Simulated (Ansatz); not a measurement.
**CH3Si (doublet): wave-function methods side by side at a displaced geometry (v1), cc-pVDZ**

How much of the correlation energy of CH3Si (doublet) does each wave-function method recover here?

Method: cc-pVDZ, core rule «outside noble gas», up to 6 orbitals frozen; program: Ansatz 0.2.0, Gaussian basis.

The runs, in order: UHF; CCSD(T) on ROHF; CCSD(T) on UHF; BCCD(T) on ROHF; CISD; CCSDT(Q) on ROHF; CCSDT(Q) on UHF.

21 further runs of the same task are left out: 7 that didn't finish, 14 set aside as unsound or not needed.

### Step 1. The system

The geometry is a PBE0/def2-TZVP stationary point (not a proven minimum) with its atoms shifted at random (size 0.040 Å).

5 atoms, charge 0, spin multiplicity 2.

Atoms are counted from 1 here; the program's logs count them from 0.

Bond lengths: Si1–C2 1.714 Å, Si1–H3 1.500 Å, C2–H4 1.091 Å, C2–H5 1.120 Å. Angles: C2–Si1–H3 119.5°, Si1–C2–H4 120.4°, Si1–C2–H5 127.0°, H4–C2–H5 112.0°.

### Step 2. UHF

Input file in.yaml:

```yaml
crystal:
  periodic: [false, false, false]
  atoms:
    - {symbol: Si, position_ang: [0.002723, -0.084988, 0.563485]}
    - {symbol: C, position_ang: [0.001889, 0.076015, -1.143021]}
    - {symbol: H, position_ang: [0.049853, 1.145523, 1.420519]}
    - {symbol: H, position_ang: [-0.052923, 1.062971, -1.604248]}
    - {symbol: H, position_ang: [-0.095308, -0.746180, -1.897029]}
basis:
  gaussian: {orbitals: cc-pVDZ}
magnetization: {spin_polarized: true, initial_magnetization: 1}
hamiltonian: {xc: hf}
output: {orbitals: {seedname: orbitals}}
```

On the command line:

```bash
$ ansatz run in.yaml --threads 1 --pin off --events-out ev --progress --plain --max-ram 2393MiB
```

The runs that follow: CCSD(T) on ROHF; CCSD(T) on UHF; BCCD(T) on ROHF; CISD; CCSDT(Q) on ROHF; CCSDT(Q) on UHF.

**Question.** What will the summary of the whole plan be? Wanted: RCCSDT(Q) below the RHF energy; RMP2 from RCCSDT(Q); UMP2 from RCCSDT(Q); RCCSD from RCCSDT(Q); RCCSD(T) from RCCSDT(Q); UCCSD(T) from RCCSDT(Q); UCCSDT(Q) from RCCSDT(Q); T1 diagnostic.

As calculated:

```
                         quantity                      value
   RCCSDT(Q) below the RHF energy                 -7.2891 eV
              RMP2 from RCCSDT(Q)                +1169.6 meV
              UMP2 from RCCSDT(Q)                +1532.6 meV
             RCCSD from RCCSDT(Q)                 +330.2 meV
          RCCSD(T) from RCCSDT(Q)                  +53.7 meV
          UCCSD(T) from RCCSDT(Q)                  +84.0 meV
         UCCSDT(Q) from RCCSDT(Q)                   -2.7 meV
levels within 1 kcal/mol (43 meV)  RCCSDT, UCCSDT, UCCSDT(Q)
                    T1 diagnostic                      0.025
```

**Reading.** RCCSD(T) misses by +53.7 meV, 0.7 % of the correlation energy. CCSD(T) misses by +53.7 meV on the restricted determinant and by +84.0 meV on the unrestricted one; the two need not hold the same state or core. These misses are within one basis, not against nature; the frozen cores of restricted and unrestricted runs differ, which can shift their rows.
